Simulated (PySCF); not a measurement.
## Orbital picture of ClF⁺

BLYP at R = 1.682 Å; Cl STO-3G, F STO-3G; no relativity (PySCF 2.14). State: ²Π (doublet), unpaired electrons π ↑. Only the outer orbitals are listed, counted within each symmetry.

```
spin  orbital  occ.  ε (eV)  on Cl (%)          main shells (%)
   α       5σ     1  -41.52         11                   86 F s
   α       6σ     1  -30.16         84          84 Cl s, 10 F s
   α       7σ     1  -22.33         47  49 F p, 39 Cl p, 8 Cl s
   α       2π     1  -20.95         35          65 F p, 35 Cl p
   α       2π     1  -19.76         41          58 F p, 42 Cl p
   α       3π     1  -17.85         65          65 Cl p, 35 F p
   α       3π     1  -16.71         59          58 Cl p, 42 F p
   α       8σ     0  -13.58         57          57 Cl p, 42 F p
   β       5σ     1  -40.75         12                   85 F s
   β       6σ     1  -29.56         83          83 Cl s, 11 F s
   β       7σ     1  -21.94         49  48 F p, 40 Cl p, 9 Cl s
   β       2π     1  -19.45         47          53 F p, 47 Cl p
   β       2π     1  -19.44         44          56 F p, 44 Cl p
   β       3π     1  -16.39         56          56 Cl p, 44 F p
   β       3π     0  -16.37         53          53 Cl p, 47 F p
   β       8σ     0  -13.16         56          55 Cl p, 44 F p
```

Problem. Which are the highest filled and the lowest empty level, where do they sit, and how wide is the gap?

Solution. Highest filled β 3π at -16.39 eV (in %: 56 Cl p, 44 F p); lowest empty β 3π at -16.37 eV (in %: 53 Cl p, 47 F p); the gap at BLYP is 0.02 eV. Both belong to one degenerate shell, split only by its one-sided filling, so this is no excitation gap.

* bond order (Mayer): 1.48
* ⟨S²⟩: 0.750
* charge on Cl (Mulliken, basis-dependent): 0.67
* charge on Cl (Löwdin, basis-dependent): 0.66
* dipole moment (positive dipole points towards F; it is taken about the centre of mass and depends on that origin): 0.22 D

STO-3G is very small, so such numbers show the basis as much as the molecule. The state is the lowest determinant that a PBE0 search found; another state may lie lower at other levels.
